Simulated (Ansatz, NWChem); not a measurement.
# Abstraction of H: BH3 + BH(OH) → BH2 + BH2(OH)

Gas-phase species: BH3 (borane) `B`, singlet; BH(OH), doublet; BH2 (boron dihydride) `[BH2]`, doublet; BH2(OH), singlet. A radical takes H: the energy is the difference in strength between two B–H bonds in different surroundings.

Shapes, held fixed at every level: PBE0-D4/def2-TZVP. Flexible molecules stand in one conformer, not always the lowest. Programs: Ansatz 0.2.0, NWChem 7.3.0. Electronic energies: no zero-point or thermal term.

| level | kind | ΔE (kJ/mol) |
| --- | --- | --- |
| HF/STO-3G | Hartree–Fock | +5.6 |
| HF/3-21G | Hartree–Fock | -5.2 |
| HF/def2-SVP | Hartree–Fock | +0.1 |
| PBE0/def2-SVP | global hybrid | +5.5 |
| B3LYP/6-31G* (Cartesian functions) | global hybrid | +4.9 |

B3LYP/6-31G* (Cartesian functions) gives ΔE = +4.9 kJ/mol; the levels span -5.2 to +5.6. They disagree on the sign: 4 of 5 are positive. The median of the levels is +4.9. No measured value is set beside it here. Open shells run unrestricted. Rows in sets without polarisation functions are far from converged.
